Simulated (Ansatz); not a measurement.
# A basis-limit estimate, worked out

An elementary step of CH₇OSi, doublet (SiH₄O ([OH][SiH3]) + CH₃ → SiH₃O ([OH][SiH2]) + CH₄; bonds formed: H1–C4; bonds broken: H1–Si2). “Start” is the structure reached by relaxing down from the saddle towards the reactants; PBE0-D4/def2-TZVP structures. The saddle:

```json
{"atom": "H1", "x (Å)": "-0.1377", "y (Å)": "-0.4196", "z (Å)": "0.2360"}
{"atom": "Si2", "x (Å)": "0.9245", "y (Å)": "0.1396", "z (Å)": "-0.8321"}
{"atom": "O3", "x (Å)": "0.5551", "y (Å)": "1.7447", "z (Å)": "-0.9540"}
{"atom": "C4", "x (Å)": "-1.2703", "y (Å)": "-0.7517", "z (Å)": "1.3017"}
{"atom": "H5", "x (Å)": "0.7850", "y (Å)": "-0.5501", "z (Å)": "-2.1492"}
{"atom": "H6", "x (Å)": "2.3265", "y (Å)": "-0.0606", "z (Å)": "-0.3586"}
{"atom": "H7", "x (Å)": "1.0653", "y (Å)": "2.2813", "z (Å)": "-1.5617"}
{"atom": "H8", "x (Å)": "-0.7063", "y (Å)": "-1.3285", "z (Å)": "2.0256"}
{"atom": "H9", "x (Å)": "-1.9759", "y (Å)": "-1.3015", "z (Å)": "0.6898"}
{"atom": "H10", "x (Å)": "-1.5663", "y (Å)": "0.2463", "z (Å)": "1.6024"}
```

Computed with Ansatz 0.2.0 (basis: def2-TZVPP and def2-QZVPP); correlated methods freeze the cores; orbitals are unrestricted.

Energies in eV:

| quantity | saddle | start |
| --- | --- | --- |
| Hartree–Fock, triple zeta (X = 3) | -11041.15163 | -11042.08444 |
| Hartree–Fock, quadruple zeta (X = 4) | -11041.57090 | -11042.50268 |
| MP2 correlation, X = 3 | -14.96272 | -14.57080 |
| MP2 correlation, X = 4 | -16.07380 | -15.66669 |
| CCSD(T) correlation, X = 3 | -16.69372 | -16.26237 |

Task: Work out the barrier at the basis limit: extrapolate Hartree–Fock as E(X) = E∞ + A exp(−7.88 √X) and the MP2 correlation as E(X) = E∞ + B X^−2.97 (the exponents that Neese and Valeev fitted for def2-TZVPP and QZVPP), then add CCSD(T) − MP2 in triple zeta.

Result: Each step is linear, so take the differences first (saddle − start): Hartree–Fock 0.93281 (X = 3) and 0.93178 (X = 4); MP2 correlation -0.39192 and -0.40711; CCSD(T) correlation -0.43135.
Two points give E∞ = E(4) + w [E(4) − E(3)], with w = 1/(exp(7.88 (2 − √3)) − 1) = 0.1377 for Hartree–Fock and w = 1/((4/3)^2.97 − 1) = 0.7407 for the correlation.
Hartree–Fock: 0.93178 + 0.1377 × (-0.00103) = 0.9316 eV.
MP2 correlation: -0.40711 + 0.7407 × (-0.01519) = -0.4184 eV.
CCSD(T) − MP2: -0.43135 − (-0.39192) = -0.0394 eV.
Sum: 0.9316 + (-0.4184) + (-0.0394) = 0.4738 eV, or 10.93 kcal/mol. Plain CCSD(T) in triple zeta gives 0.5015 eV, so the larger basis shifts the result by -0.0277 eV.

T1 diagnostic: at most 0.014. ⟨S²⟩ of the unrestricted Hartree–Fock references: 0.75 to 0.78 (a pure state has 0.75).

Radical steps of this kind take place in plasma deposition and etching.

Labels in which every atom is bracketed show which atoms are joined, not bond orders.

For scale, one of the runs: CCSD(T)/def2-TZVPP, 202 basis functions, launched by `ansatz run in.yaml --threads 4 --pin off --events-out ev --progress --plain --max-ram 9574MiB`. The run took 64 s on 4 CPU threads of a Oxide Virtual Turin-like (shared host), with 6.5 GiB of host memory at its peak.
